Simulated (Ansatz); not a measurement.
## Where PBE misses the bulk modulus: 12 values for a set of hcp solids

PBE (Ansatz, a quantum-chemistry and plane-wave program) was set against 12 reference values (hcp Cd, hcp Co, hcp Hf, hcp Mg, hcp Os, hcp Re, hcp Ru, hcp Tc, hcp Ti, hcp Tl, hcp Y, hcp Zn), measured values corrected to a static lattice. Its mean error is -6.4 % and its mean absolute error 8.8 % (median 4.9 %); 8 of 12 lie within 10 %, and the value is below the reference in 10 of 12 cases.

All rows, largest deviation first (by %; values in GPa; a dash: no usable value at that level):

```tsv
solid	reference	PBE	PBE error (%)	r²SCAN	PBEsol	LDA
hcp Tl	37.4¶	26.2	-30	31.5	36.0	42.5
hcp Cd	53.8§ (50.7–53.8)	38.4	-29	43.9	54.4	63.3
hcp Co	193	215	+11.5	224	242	273
hcp Zn	69.7 (64.7–69.7)	62.5	-10.4	75.6	81.8	92.4
hcp Mg	38.6¶	36.0	-6.7	39.6	37.3	39.7
hcp Os	425	397	-6.5	427	431	448
hcp Ti	108	112	+3.3	117	119	127
hcp Hf	110	107	-2.4	110	113	120
hcp Y	41.7 (37.3–41.7)	40.8	-2.1	40.6	42.3	44.2
hcp Ru	318 (318–336)	311	-2.0	337	346	366
hcp Re	369	364	-1.3	388	391	405
hcp Tc	303	300	-1.2	320	327	343
```

All these references are brought to a static lattice.

Spin–orbit coupling is left out, also for the solids with elements from indium on (hcp Hf, hcp Os, hcp Re, hcp Tl); its size isn't shown.

§ marks references from which a value of another source on file, of any temperature and not printed here, differs by over 15 %.

¶ marks references of a special kind: hcp Tl, 37.4 GPa (measured, copied from a table, unchecked, extrapolated to 0 K and zero-point effects removed; as tabulated in Lejaeghere et al. (2013), arXiv:1204.2733); hcp Mg, 38.6 GPa (measured, copied from a table, unchecked, extrapolated to 0 K and zero-point effects removed; as tabulated in Lejaeghere et al. (2013), arXiv:1204.2733).

In Ansatz's fits of the non-cubic solids, shape and atoms are relaxed at each volume.

Brackets give the range of the sources taken for a reference, where it is wide; it can hold other temperatures.

Differences are worked out from unrounded values.

Programs: Ansatz.

Ansatz's runs of these crystals have no spin polarisation, but for hcp Co. Meta-GGAs and exact exchange favour moments, which can bear on hcp Co, hcp Ti, hcp Y.

Density-functional runs with spin start from parallel moments for hcp Co.

Each level is taken at its own relaxed cell. Caveats: the cell is over a tenth larger than the published one: the level's own overestimate first of all, though another phase or state, or a fault of the published cell, is possible (PBE: hcp Tl). Ansatz's density-functional and Hartree–Fock values are scalar-relativistic unless marked +SOC, with PAW data made under PBE.

Not in this set, of the hcp solids with a reference value in our tables and a result at some level: 3 for sources at odds; 1 for a reference at room or unstated temperature. These can be a level's best or worst cases. Solids without a released value at any level aren't counted. Layered and molecular crystals are counted apart. The metals Ce to Yb are counted apart.

References as tabulated in doi:10.1021/acs.jctc.3c00612; Lejaeghere et al. (2013), arXiv:1204.2733.
